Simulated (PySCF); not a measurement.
Which basis set comes closest?

Molecule: SMILES Sc1cccs1, C4H4S2.

Numbering as in the mapped SMILES `[SH:1][c:2]1[cH:3][cH:4][cH:5][s:6]1`. Each H is labelled by its parent atom.

Geometry PBE0-D3(BJ)/def2-SVP throughout; GIAO in PySCF 2.14.0 with density-fitted response routines, gas phase, one conformer, non-relativistic; equivalent atoms averaged; functional PBE0.

Reference values (estimated from measurements, as parent shift plus tabulated substituent increments; solution, not stated per compound (mostly CDCl3 or CCl4); Pretsch, Buehlmann, Badertscher, Structure Determination of Organic Compounds, 4th ed. (2009)): δ(H(C3)) = 6.96 ppm, δ(H(C4)) = 6.76 ppm, δ(H(C5)) = 7.13 ppm. Computed shifts are taken against TMS, calculated as an isolated molecule at each level.

How do the basis sets STO-3G, 6-31G, pcSseg-0, 6-31G*, def2-SVP, cc-pVDZ, pcSseg-1, aug-cc-pVDZ, 6-311+G(2d,p), def2-TZVP, cc-pVTZ, IGLO-III, pcSseg-2 perform against the reference? Times are CPU seconds on shared hosts with different chips, so compare them loosely.

## Answers


| basis set | functions | H(C3) | H(C4) | H(C5) | mean abs. error H | core-s |
| --- | --- | --- | --- | --- | --- | --- |
| STO-3G | 42 | 6.26 | 6.16 | 6.57 | 0.62 | 2.8 |
| 6-31G | 70 | 7.35 | 7.09 | 7.33 | 0.31 | 5.3 |
| pcSseg-0 | 70 | 6.96 | 6.82 | 7.01 | 0.06 | 5.5 |
| 6-31G* | 100 | 7.15 | 6.82 | 7.03 | 0.12 | 7.5 |
| def2-SVP | 112 | 7.00 | 6.75 | 6.97 | 0.07 | 7.4 |
| cc-pVDZ | 112 | 7.10 | 6.84 | 7.17 | 0.09 | 13 |
| pcSseg-1 | 136 | 7.31 | 7.02 | 7.23 | 0.24 | 19 |
| aug-cc-pVDZ | 182 | 7.36 | 7.08 | 7.53 | 0.37 | 25 |
| 6-311+G(2d,p) | 202 | 7.42 | 7.08 | 7.52 | 0.39 | 19 |
| def2-TZVP | 222 | 7.40 | 7.10 | 7.47 | 0.37 | 23 |
| cc-pVTZ | 244 | 7.29 | 7.02 | 7.45 | 0.30 | 34 |
| IGLO-III | 268 | 7.33 | 7.03 | 7.45 | 0.32 | 39 |
| pcSseg-2 | 286 | 7.43 | 7.15 | 7.49 | 0.41 | 49 |

For ¹H the closest is pcSseg-0 (0.06 ppm, with def2-SVP, cc-pVDZ practically level) and the furthest STO-3G (0.62 ppm). Where a smaller basis beats a larger one, errors probably cancel; the largest sets show where the functional converges. One molecule is a small sample, and vibrational and solvent effects are absent from the calculation.

A small basis that lands close on one nucleus may do so by chance; judge by the trend and by all nuclei.
